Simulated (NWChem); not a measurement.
**CH3F (fluoromethane) at 6 levels**

Aim: a comparison of 6 runs (HF/STO-3G, HF/3-21G, B3LYP/6-31G*, B2PLYP/def2-TZVPP, wB97X/def2-TZVPP) of CH3F (fluoromethane). 

The calculation is run with NWChem 7.3.0.

2 further runs of the same task are left out: 1 that didn't finish, 1 set aside as unsound or not needed.

## 1. The system as given

CH3F has 5 atoms, charge 0, and is taken as a singlet. SMILES: `CF`. Geometry: relaxed at PBE0-D4/def2-TZVP.

Bond lengths: C1–F2 1.376 Å, C1–H3 1.092 Å, C1–H4 1.092 Å, C1–H5 1.092 Å. Angles: F2–C1–H3 109.1°, F2–C1–H4 109.1°, F2–C1–H5 109.1°, H3–C1–H4 109.9°, H3–C1–H5 109.9°, H4–C1–H5 109.9°.

## 2. Energy and gradient at HF/STO-3G (run 1)

File run.py:

```python
from ase import Atoms
from ase.calculators.nwchem import NWChem

atoms = Atoms(['C', 'F', 'H', 'H', 'H'], positions=[
    [-0.050700, 0.032900, 0.007800],
    [1.094100, -0.710500, -0.168600],
    [-0.918700, -0.626900, -0.058000],
    [-0.104800, 0.796000, -0.772000],
    [-0.019800, 0.508500, 0.990700],
])

calc = NWChem(
    label='ch3f',
    theory='scf',
    memory='2200 mb',
    basis='STO-3G',
    basispar='spherical bse',
    scf={'nopen': '0', 'rhf': None, 'thresh': '1e-08', 'maxiter': '80'},
)
atoms.calc = calc

forces = atoms.get_forces()
e = atoms.get_potential_energy()
print(f"E = {e:.6f} eV")
print("forces (eV/A):")
for s, f in zip(atoms.symbols, forces):
    print(f"{s:2s} {f[0]:10.5f} {f[1]:10.5f} {f[2]:10.5f}")
print("dipole (e A):", atoms.get_dipole_moment().round(4))
```

On the command line:

```console
$ export ASE_NWCHEM_COMMAND="nwchem PREFIX.nwi > PREFIX.nwo"
$ python run.py
```

The program printed:

```text
E = -3732.542731 eV
forces (eV/A):
C     0.30694   -0.19396   -0.04813
F     0.59285   -0.38495   -0.09158
H    -0.34700    0.12460    0.03733
H    -0.27943    0.23793   -0.01825
H    -0.27336    0.21644    0.12064
dipole (e A): [-0.1989  0.1292  0.0307]
```

The calculator wrote ch3f.nwi:

```
title "ch3f"

permanent_dir ch3f

scratch_dir ch3f

start ch3f

geometry units angstrom nocenter noautosym noautoz
  C  -5.0700000000000002e-02 3.2899999999999999e-02 7.7999999999999996e-03
  F  1.0941000000000001e+00 -7.1050000000000002e-01 -1.6860000000000000e-01
  H  -9.1869999999999996e-01 -6.2690000000000001e-01 -5.8000000000000003e-02
  H  -1.0480000000000000e-01 7.9600000000000004e-01 -7.7200000000000002e-01
  H  -1.9800000000000002e-02 5.0849999999999995e-01 9.9070000000000003e-01
end

memory 2200 mb

basis spherical bse noprint
   * library STO-3G
end

scf
  nopen 0
  rhf
  thresh 1e-08
  maxiter 80
end

task scf gradient
```

ch3f.nwo:

```text
Northwest Computational Chemistry Package (NWChem) 7.3.0
             --------------------------------------------------------

           Job information
           ---------------

    nwchem branch   = 7.3.0
    use scalapack   = T
    input           = ch3f.nwi
    prefix          = ch3f.
    data base       = ch3f/ch3f.db
    status          = startup
    nproc           =        1

           Memory information
           ------------------

[... 5 lines left out ...]
    hardfail = no
[... 126 lines left out ...]
         Quadratically convergent ROHF
[... 14 lines left out ...]
       Final RHF  results
[... 4 lines left out ...]
      Two-electron energy =     90.644528789284
[... 22 lines left out ...]
                       ROHF Final Molecular Orbital Analysis
[... 149 lines left out ...]
                 ----------------------------------------
                 |  Time  |  1-e(secs)   |  2-e(secs)   |
                 ----------------------------------------
                 |  CPU   |       0.00   |       0.02   |
                 ----------------------------------------
                 |  WALL  |       0.00   |       0.02   |
                 ----------------------------------------

 Task  times  cpu:        0.1s     wall:        0.1s
 Total times  cpu:        0.1s     wall:        0.1s
```

Run time: 1.1 s. Hardware: 1 thread of Intel Xeon 6975P-C (Granite Rapids), shared host; peak memory 0.097 GiB.

## 3. Energy and gradient at HF/3-21G (run 2)

File geom.xyz:

```xyz
5
CH3F gradient
C     -0.050700     0.032900     0.007800
F      1.094100    -0.710500    -0.168600
H     -0.918700    -0.626900    -0.058000
H     -0.104800     0.796000    -0.772000
H     -0.019800     0.508500     0.990700
```

File geom.nw:

```
start geom
title "CH3F gradient"
memory total 2200 mb
geometry units angstrom noautosym nocenter noautoz
  load format xyz geom.xyz
end
basis spherical bse
  * library 3-21G
end
scf
  thresh 1e-08
  maxiter 80
  print low
end
task scf gradient
```

On the command line:

```console
$ nwchem geom.nw > geom.out
```

The program printed:

```text
[...]
  functions       =    24
[...]
  wavefunction    = RHF
[...]
         Total SCF energy =   -138.280924338356
      One-electron energy =   -265.648178549150
      Two-electron energy =     89.916001442498
 Nuclear repulsion energy =     37.451252768295
        Time for solution =      0.1s
[...]
                         RHF ENERGY GRADIENTS
    atom               coordinates                        gradient
                 x          y          z           x          y          z
   1 C      -0.095809   0.062172   0.014740    0.019572  -0.012784  -0.003006
   2 F       2.067549  -1.342650  -0.318608   -0.019670   0.012773   0.003035
   3 H      -1.736091  -1.184669  -0.109604   -0.004944  -0.007454  -0.000982
   4 H      -0.198043   1.504222  -1.458868    0.002143   0.005001  -0.007249
   5 H      -0.037417   0.960926   1.872152    0.002898   0.002465   0.008201
 Task  times  cpu:        0.2s     wall:        0.2s
 Total times  cpu:        0.2s     wall:        0.2s
```

Run time: 0.73 s. Hardware: 1 thread of Intel Xeon 6975P-C (Granite Rapids), shared host; peak memory 0.099 GiB.

Runs 3 to 4 aren't shown in full; the table further down has their settings and results.

## 4. A single-point energy at B2PLYP/def2-TZVPP (run 5)

File ch3f.nw:

```
echo
start ch3f
title "CH3F"
memory stack 880 mb heap 220 mb global 1100 mb

geometry noautosym nocenter noautoz
  C    -0.050700    0.032900    0.007800
  F     1.094100   -0.710500   -0.168600
  H    -0.918700   -0.626900   -0.058000
  H    -0.104800    0.796000   -0.772000
  H    -0.019800    0.508500    0.990700
end

basis spherical bse
  * library def2-TZVPP
end

dft
  xc hfexch 0.53 becke88 0.47 lyp 0.73 mp2 0.27
  dftmp2 semidirect
  grid fine
  convergence energy 1e-08
  maxiter 100
  mulliken
end

mp2
  freeze core 2
end

task dft energy
```

On the command line:

```console
$ nwchem ch3f.nw > ch3f.out
```

The program printed:

```text
[...]
          Wavefunction type:  closed shell.
          No. of atoms     :     5
          No. of electrons :    18
[...]
          Charge           :     0
          Spin multiplicity:     1
[...]
          AO basis - number of functions:   104
[...]
              XC Information
              --------------
                     Hartree-Fock (Exact) Exchange  0.530
                    Becke 1988 Exchange Functional  0.470
              Lee-Yang-Parr Correlation Functional  0.730
[...]
 d= 0,ls=0.0,diis     1   -139.5365805516 -1.77D+02  3.98D-03  3.46D-01     1.2
[...]
 d= 0,ls=0.0,diis     8   -139.5711019662 -6.04D-10  2.20D-07  5.48D-09     8.1
         Total DFT energy =     -139.571101966171
      One electron energy =     -266.675014810122
           Coulomb energy =      106.446069954980
    Exchange-Corr. energy =      -16.793409879324
 Nuclear repulsion energy =       37.451252768295
[...]
      Total Density - Mulliken Population Analysis
     ---------------------------------------------
    Atom       Charge   Shell Charges
 -----------   ------   -------------------------------------------------------
    1 C    6     5.99   0.85  1.12  0.52  0.59  0.09  1.26  1.20  0.23  0.03  0.09  0.01
    2 F    9     9.28   0.77  1.20  0.61  0.98  0.36  2.27  2.17  0.91  0.00  0.01  0.00
    3 H    1     0.91   0.28  0.47  0.13  0.01  0.02  0.00
    4 H    1     0.91   0.28  0.47  0.13  0.01  0.02  0.00
    5 H    1     0.91   0.28  0.47  0.13  0.01  0.02  0.00
[...]
  Basis functions       =    104
[...]
```

Run time: 11 s. Hardware: 1 thread of Intel Xeon 6975P-C (Granite Rapids), shared host; peak memory 0.24 GiB.

## 5. Energy and gradient at wB97X/def2-TZVPP (run 6)

File ch3f.xyz:

```xyz
5

C     -0.050700     0.032900     0.007800
F      1.094100    -0.710500    -0.168600
H     -0.918700    -0.626900    -0.058000
H     -0.104800     0.796000    -0.772000
H     -0.019800     0.508500     0.990700
```

File ch3f.nw:

```
start ch3f
memory total 2200 mb
charge 0

geometry units angstroms noautosym nocenter noautoz
  load format xyz ch3f.xyz
end

basis spherical bse
  * library def2-TZVPP
end

dft
  xc wb97x
  grid fine
  convergence energy 1e-08
  iterations 100
  mulliken
end

task dft gradient
```

On the command line:

```console
$ nwchem ch3f.nw > ch3f.out
```

The program printed:

```text
[...]
          Wavefunction type:  closed shell.
          No. of atoms     :     5
          No. of electrons :    18
[...]
          Charge           :     0
          Spin multiplicity:     1
[...]
          AO basis - number of functions:   104
[...]
              XC Information
              --------------
                       wb97x  Method XC Functional
                     Hartree-Fock (Exact) Exchange  1.000
                         wb97x Exchange Functional  1.000
                      wb97x Correlation Functional  1.000
[...]
 d= 0,ls=0.0,diis     1   -139.7286547538 -1.77D+02  4.22D-03  4.75D-01     4.4
[...]
 d= 0,ls=0.0,diis     8   -139.7686932641 -1.83D-09  3.45D-07  5.09D-09    35.5
         Total DFT energy =     -139.768693264135
      One electron energy =     -266.662988554101
           Coulomb energy =      106.424071205939
    Exchange-Corr. energy =      -16.981028684269
 Nuclear repulsion energy =       37.451252768295
[...]
  wavefunction    = closed shell
[...]
                         DFT ENERGY GRADIENTS
    atom               coordinates                        gradient
                 x          y          z           x          y          z
   1 C      -0.095809   0.062172   0.014740    0.004405  -0.002932  -0.000670
   2 F       2.067549  -1.342650  -0.318608   -0.003161   0.002052   0.000491
   3 H      -1.736091  -1.184669  -0.109604   -0.001013  -0.000626  -0.000057
   4 H      -0.198043   1.504222  -1.458868   -0.000166   0.000919  -0.000850
   5 H      -0.037417   0.960926   1.872152   -0.000065   0.000587   0.001086
[...]
```

Wall time 66 s (1 thread of Intel Xeon 6975P-C (Granite Rapids), shared host); peak memory 0.11 GiB.

## 6. All runs side by side

| run | level | iteration cap | module | energy (Eh) | dipole moment (D) | HOMO energy (eV) | LUMO energy (eV) | wall time |
| --- | --- | --- | --- | --- | --- | --- | --- | --- |
| 1 | HF/STO-3G | 80 | scf | -137.168416 | 1.15 | -11.32 | 16.28 | 1.1 s |
| 2 | HF/3-21G | 80 | scf | -138.280924 | – | – | – | 0.73 s |
| 3 | B3LYP/6-31G* (spherical functions) | 100 | dft | -139.731824 | 1.69 | -9.01 | 2.89 | 4.5 s |
| 4 | B3LYP/6-31G* (Cartesian functions) | 100 | dft | -139.733788 | 1.69 | -9.03 | 2.88 | 4.8 s |
| 5 | B2PLYP/def2-TZVPP | 100 | dft | -139.709479 | 1.90 | -11.60 | 2.49 | 11 s |
| 6 | wB97X/def2-TZVPP | 100 | dft | -139.768693 | 1.83 | -12.34 | 3.83 | 66 s |

## 7. Results

| quantity | value |
| --- | --- |
| run 6: total energy | -139.76869 Eh |
| run 6: dipole moment | 1.83 D |
| run 6: HOMO energy | -12.34 eV |
| run 6: LUMO energy | 3.83 eV |
| run 6: HOMO–LUMO gap | 16.18 eV |
| run 6: largest force on an atom | 0.274 eV/Å |

**Reading.** Over runs 1, 3, 4, 5, 6 the dipole moment (its size) runs from 1.15 D (HF/STO-3G) to 1.90 D (B2PLYP/def2-TZVPP). The two ends differ in method and basis. A double hybrid's value is that of its SCF part. Over runs 1, 3, 4, 5, 6 the HOMO–LUMO gap runs from 11.91 eV (B3LYP/6-31G*) to 27.60 eV (HF/STO-3G). Totals of different functionals can't be ranked against each other. In run 1 the basis is minimal, so the values are rough. All runs together took 87 s, the longest 66 s.
